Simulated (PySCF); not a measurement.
Core-level binding energies of `C=P(C)(C)C`

C₄H₁₁P.
SMILES with atom numbers: `[CH2:1]=[P:2]([CH3:3])([CH3:4])[CH3:5]`

Cartesian coordinates in Å at the GFN2-xTB level; atoms count from 1:
```
atom  x, y, z in Å
C1     0.2086    1.4120    1.4242
P2     0.0919    0.2315    0.2027
C3     1.3408   -0.3613   -1.0797
C4    -1.3138    0.6531   -0.8808
C5    -0.3671   -1.3560    0.9757
H6     0.9827    1.1522    2.1448
H7     0.3925    2.3975    0.9985
H8     0.9456   -1.1407   -1.7269
H9     2.2195   -0.7370   -0.5558
H10    1.6418    0.4929   -1.6857
H11   -1.0655    1.5427   -1.4571
H12   -2.1677    0.8731   -0.2434
H13   -1.5462   -0.1650   -1.5600
H14   -0.6106   -2.1054    0.2249
H15    0.4628   -1.7085    1.5855
H16   -1.2231   -1.1722    1.6217
```

Method used: delta-SCF UKS SCAN, pcX-2 on the ionised atom, pcseg-1 elsewhere, spin-free X2C (PySCF 2.14.0). These are vertical core ionisation energies against the vacuum level, from separate self-consistent calculations with and without the core hole.

**Question.** Give the core binding energies atom by atom.

**Answer.** 
```
atom(s)                     environment    level  binding energy (eV)  2p1/2 (eV)  above the level's lowest (eV)  count
     C1      carbon bonded to P and 2 H     C 1s               288.23           –                           0.00      1
     P2        phosphorus bonded to 4 C  P 2p3/2               136.99      137.88                           0.00      1
     P2        phosphorus bonded to 4 C     P 1s              2150.81           –                           0.00      1
     C3  sp3 carbon bound to phosphorus     C 1s               290.18           –                          +1.95      1
```

Lowest listed C 1s: C1, bonded to 2 H and P (double bond). Highest, 1.95 eV above it: C3, bonded to 3 H and P.

**Question.** Which effective nuclear charge Zeff reproduces each element's mean 1s value in the hydrogen-like formula E = 13.606 eV × Zeff²?

**Answer.** C (Z = 6): mean 289.2 eV, Zeff = 4.61, Z − Zeff = 1.39; P (Z = 15): mean 2150.8 eV, Zeff = 12.57, Z − Zeff = 2.43. Means run over the listed sites, weighted by atom count.

**Question.** Which photon wavelength matches the P 1s of P2 threshold?

**Answer.** λ = hc/E = 12398.42 eV Å / 2150.81 eV = 5.765 Å.

The list is incomplete; no value stands for C 1s of C4, C5. The 2p values add to the ΔSCF energy of one spin-free hole a correction within the shell (spin–orbit coupling, ligand field). 2p1/2 minus 2p3/2 (ligand field included): P 0.89 eV. Isolated species at its GFN2-xTB geometry, gas phase.
